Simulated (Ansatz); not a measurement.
# CH2NSi: the cost of one run

Program: Ansatz 0.2.0. Level of theory: RKS PBE/def2-SVP. These are calculated values, not measurements.

### 1 The starting structure

Bond lengths: N1–C2 1.128 Å, C2–Si3 1.839 Å, N1–H4 0.999 Å, Si3–H5 1.302 Å. Angles: N1–C2–Si3 169.8°, C2–N1–H4 179.5°, C2–Si3–H5 178.5°.

As a file:

```xyz
5

N    -1.2077   -0.7584   -0.3457
C    -0.3599   -0.0607   -0.0851
Si    1.2039    0.8035    0.3491
H    -1.9635   -1.3695   -0.5748
H     2.3273    1.3852    0.6565
```

### 2 Preparing the start

The input, input.yaml:

```yaml
crystal:
  periodic: [false, false, false]
  atoms:
    - { symbol: "N", position_ang: [-1.2077, -0.7584, -0.34574] }
    - { symbol: C, position_ang: [-0.35993, -0.06075, -0.08509] }
    - { symbol: Si, position_ang: [1.20387, 0.80347, 0.34914] }
    - { symbol: H, position_ang: [-1.96355, -1.36949, -0.57479] }
    - { symbol: H, position_ang: [2.32731, 1.38517, 0.65649] }
total_charge: -1
basis:
  gaussian: { orbitals: def2-SVP }
hamiltonian:
  xc: pbe
relax:
  f_tol: 0.02
  max_steps: 40
scf:
  lower_state_search: "off"
```

The run is started by

```bash
ansatz run input.yaml --threads 1 --pin off --max-ram 2048MiB --backend cpu --events-out ev --progress --plain --runs-dir out
```

Q: Estimate wall time and peak memory on 1 thread of Intel Xeon 6975P-C (Granite Rapids), shared host.

About 13 s, with a peak of 0.12 GiB.
